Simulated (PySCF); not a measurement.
Method: TPSSh-D3(BJ)/def2-TZVP // PBE0-D3(BJ)/def2-TZVP (PySCF). Isolated molecules, 0 K electronic values unless said otherwise. 

Reference species (SMILES): `[CH3]` (neutral, multiplicity 2).

The highest occupied spin orbital comes out as -6.06 eV.

Changed species: `C[N]C` (radical fragment; the reference has radical fragment).

Task: What does the change do to the highest occupied spin orbital?

Result: the highest occupied spin orbital falls by 0.32 eV, to -6.38 eV.
